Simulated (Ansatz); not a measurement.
**SiPH₃ (triplet): the correlation ladder at a displaced geometry (v1), cc-pVDZ**

One table from this session's results is given with a row withheld; the runs are named, their logs left out.

Computed with Ansatz 0.2.0, Gaussian basis. Level: cc-pVDZ, core rule «outside noble gas», up to 10 orbitals frozen.

Plan: UHF; CCSD(T) on ROHF; CCSD(T) on UHF; BCCD(T) on ROHF; CISD as a restricted active space (open shells left free, so some higher excitations enter); CCSDT(Q) on ROHF; CCSDT(Q) on UHF.

30 further runs of the same task are left out: 2 for a known fault of the program, 11 that didn't finish, 17 set aside as unsound or not needed. Runs told in other sessions of the task aren't counted.

**What is computed**

The geometry is a PBE0/def2-TZVP stationary point (not a proven minimum) with its atoms shifted at random (size 0.040 Å).

5 atoms, charge 0, spin multiplicity 3.

Atoms are counted from 1 here; the program's logs count them from 0.

Bond lengths: Si1–P2 2.244 Å, Si1–H3 1.514 Å, Si1–H4 1.499 Å, Si1–H5 1.587 Å. Angles: P2–Si1–H3 108.3°, P2–Si1–H4 112.4°, P2–Si1–H5 112.2°, H3–Si1–H4 111.5°, H3–Si1–H5 105.8°, H4–Si1–H5 106.4°.

Set-up of the first run:

in.yaml

```yaml
crystal:
  periodic: [false, false, false]
  atoms:
    - {symbol: Si, position_ang: [-1.092877, -0.000320, 0.010391]}
    - {symbol: P, position_ang: [1.151290, 0.000037, -0.005558]}
    - {symbol: H, position_ang: [-1.569843, 1.436214, -0.039954]}
    - {symbol: H, position_ang: [-1.654625, -0.724309, 1.196354]}
    - {symbol: H, position_ang: [-1.702208, -0.704141, -1.275119]}
basis:
  gaussian: {orbitals: cc-pVDZ}
magnetization: {spin_polarized: true, initial_magnetization: 2}
hamiltonian: {xc: hf}
output: {orbitals: {seedname: orbitals}}
```

Command:

```
ansatz run in.yaml --threads 1 --pin off --events-out ev --progress --plain --max-ram 2393MiB
```

Among the steps run: UHF; CCSD(T) on ROHF; CCSD(T) on UHF; BCCD(T) on ROHF; CISD as a restricted active space (open shells left free, so some higher excitations enter); CCSDT(Q) on ROHF; CCSDT(Q) on UHF.

One of the session's tables, all rows but one given; the rest of the session is left out.

```
   method  from UCCSDT(Q) (kcal/mol)
     ROHF                    +147.73
      UHF                    +144.16
     RMP2                     +30.96
     UMP2                     +31.52
     CISD                     +16.60
    RCCSD                      +4.48
    UCCSD                      +4.38
 RCCSD(T)                      +0.93
 UCCSD(T)                      +0.91
  BCCD(T)                          ?
   RCCSDT                      +0.19
   UCCSDT                      +0.18
RCCSDT(Q)                      +0.01
UCCSDT(Q)                          0
```

Estimate the missing values for BCCD(T).

**Answer.** from UCCSDT(Q) (kcal/mol): +0.90. In the column «from UCCSDT(Q) (kcal/mol)» it lies between RCCSDT (+0.19) and UCCSD(T) (+0.91).

Caveats from the session: Restricted and unrestricted rows rest on different reference determinants; a gap between their highest levels can come from leftover correlation error, from unlike frozen cores or from another state.
